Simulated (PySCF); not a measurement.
Ionisation energies (eV) were calculated with PySCF 2.14 by UHF, MP2 (valence), LDA, in another order, as differences of total energies without spin-orbit coupling. The measured values are between term centres (NIST).

```csv
species,measured,A,B,C
"O (dyall-av2z, non-relativistic)",13.608,13.981,11.982,13.091
"Mg (dyall-av2z, non-relativistic)",7.646,7.724,6.607,7.224
"Si (dyall-av2z, non-relativistic)",8.157,8.242,7.649,7.968
"Si⁺ (dyall-av2z, non-relativistic)",16.322,16.325,15.786,15.970
"P (dyall-av2z, non-relativistic)",10.526,10.607,9.944,10.405
"S (dyall-av2z, non-relativistic)",10.336,10.579,9.217,9.783
"Cl⁺ (dyall-av2z, non-relativistic)",23.771,23.952,22.519,23.077
"Ar (dyall-av2z, non-relativistic)",15.819,16.074,14.677,15.665
```

Q: Which column is which method?

A: A is LDA (mean error 0.16 eV); B is UHF (mean error -0.98 eV); C is MP2 (valence) (mean error -0.38 eV). LDA overbinds the outer electron and comes out highest. Hartree-Fock lacks the correlation of the electron removed and comes out lowest. Valence MP2 in a finite basis recovers only part of the missing correlation, so it stays below experiment on average.
